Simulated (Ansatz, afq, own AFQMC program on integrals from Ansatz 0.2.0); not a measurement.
CH2N⁺, triplet in cc-pVDZ, levels against CCSDT(Q)

```yaml
atoms:
  - { symbol: N, position_ang: [0.0000, 0.0000, 0.6600] }
  - { symbol: C, position_ang: [0.0000, 0.0000, -0.5768] }
  - { symbol: H, position_ang: [0.0000, -0.9374, -1.1497] }
  - { symbol: H, position_ang: [0.0000, 0.9373, -1.1497] }
```

Connectivity, by distances: N–CH2.

Basis cc-pVDZ. Noble-gas cores (and the filled d shells of Ga–Kr and In–Xe) are frozen. Ansatz 0.2.0 and our own AFQMC program on the same integrals; the CISD trial comes from CCSD amplitudes, and released means the phaseless constraint is let go. ± is one standard error of the sampling.

Determinant: UHF, the one that the program's search chose, which needn't be the lowest solution. The geometry is a PBE0/def2-TZVP stationary point of this or a neighbouring charge and spin state.

No full CI on the walks' own integrals is used here; CCSDT(Q) serves as the reference and is uncertain by about the last step of the cluster series.

Cautions: another spin lies lower (by 2.37 eV).

```
T1 diagnostic                               : 0.0206
weight of the determinant in the CISD state : 0.909
⟨S²⟩ of the determinant                     : 2.010
size of the correlated space                : 10 electrons in 36 orbitals
```

Reference: CCSDT(Q), correlation energy -6.494 eV. The released energy is read at 2.40 1/Eh (meV from the phaseless value at times in 1/Eh: -4 ± 3 at 0.24, -8.1 ± 2.3 at 0.51, -9.2 ± 2.2 at 0.99, -15 ± 3 at 1.62, -16 ± 4 at 2.40).

```json
{"level": "HF", "E − E(reference) (kJ/mol)": "626.6", "share of correlation (%)": "0.00"}
{"level": "MP2", "E − E(reference) (kJ/mol)": "109.2", "share of correlation (%)": "82.57"}
{"level": "CCSD", "E − E(reference) (kJ/mol)": "17.6", "share of correlation (%)": "97.20"}
{"level": "CCSD(T)", "E − E(reference) (kJ/mol)": "3.3", "share of correlation (%)": "99.47"}
{"level": "CCSDT", "E − E(reference) (kJ/mol)": "0.8", "share of correlation (%)": "99.87"}
{"level": "ph-AFQMC/CISD", "E − E(reference) (kJ/mol)": "1.3 ± 0.4", "share of correlation (%)": "99.80"}
{"level": "released AFQMC", "E − E(reference) (kJ/mol)": "-0.3 ± 0.4", "share of correlation (%)": "100.04"}
```

A walk keeps the symmetry of its determinant, which the program's search chose and which needn't be the lowest solution, so a lower state of the same spin and another symmetry isn't excluded. Released energies are given only where the last usable release times agree within the noise; a slower fall can still hide under it.
